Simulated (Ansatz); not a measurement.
# B₂H₂Cl radical: one structure at several levels

One table from this session's results is given with a row withheld; the runs are named, their logs left out.

Method: single points in def2-TZVPP; program: Ansatz 0.2.0, Gaussian basis.

Cores are frozen in the correlated methods. Orbitals are unrestricted.

**Where the work starts**

SMILES `[BH]BCl`, 5 atoms, charge 0, spin multiplicity 2.

Atoms are counted from 1 here; the program's logs count them from 0.

Bond lengths: B1–B2 1.369 Å, B1–H4 1.265 Å, B2–Cl3 1.920 Å, B2–H5 1.184 Å. Angles: B2–B1–H4 167.2°, B1–B2–Cl3 130.1°, B1–B2–H5 136.9°, Cl3–B2–H5 92.5°.

As a file:

| atom | x (Å) | y (Å) | z (Å) |
| --- | --- | --- | --- |
| B1 | -0.8919 | 0.2189 | -0.3766 |
| B2 | 0.3749 | 0.0005 | 0.0941 |
| Cl3 | 1.1010 | -1.5060 | 1.0371 |
| H4 | -2.0872 | 0.5794 | -0.5799 |
| H5 | 1.3656 | 0.6326 | 0.2362 |

The first run:

run/in.yaml

```yaml
crystal:
  periodic: [false, false, false]
  atoms:
    - {symbol: B, position_ang: [-0.891900, 0.218900, -0.376600]}
    - {symbol: B, position_ang: [0.374900, 0.000500, 0.094100]}
    - {symbol: Cl, position_ang: [1.101000, -1.506000, 1.037100]}
    - {symbol: H, position_ang: [-2.087200, 0.579400, -0.579900]}
    - {symbol: H, position_ang: [1.365600, 0.632600, 0.236200]}
basis:
  gaussian: {orbitals: def2-TZVPP}
magnetization: {spin_polarized: true, initial_magnetization: 1}
correlation: {method: ccsd_t}
scf: {omitted_lower_state_checks: [cluster_reference]}
output: {forces: true}
```

No record of the launch command was kept for these runs.

Steps of the session up to this table: CCSD(T)/def2-TZVPP; PBE0-D4/def2-TZVPP; wB97M-V/def2-TZVPP; r2SCAN-D4/def2-TZVPP; PBE-D4/def2-TZVPP; wB97X-V/def2-TZVPP; HSE06-D4/def2-TZVPP.

One of the session's tables, all rows but one given; the rest of the session is left out.

```
   method  RMS force component (eV/Å)  angle to CCSD(T) forces (°)  dipole (D)
  CCSD(T)                       4.172                    reference        2.58
  PBE0-D4                       4.000                          1.1        2.50
  wB97M-V                       4.039                          1.1        2.65
r2SCAN-D4                       3.949                          0.6        2.34
   PBE-D4                       3.812                          1.4        2.09
  wB97X-V                       4.134                          0.8        2.74
 HSE06-D4                           ?                            ?           ?
```

**Question.** Estimate the row for HSE06-D4.

**Answer.** RMS force component (eV/Å): 3.998; angle to CCSD(T) forces (°): 1.1; dipole (D): 2.49. In the column «RMS force component (eV/Å)» it lies between r2SCAN-D4 (3.949) and PBE0-D4 (4.000).
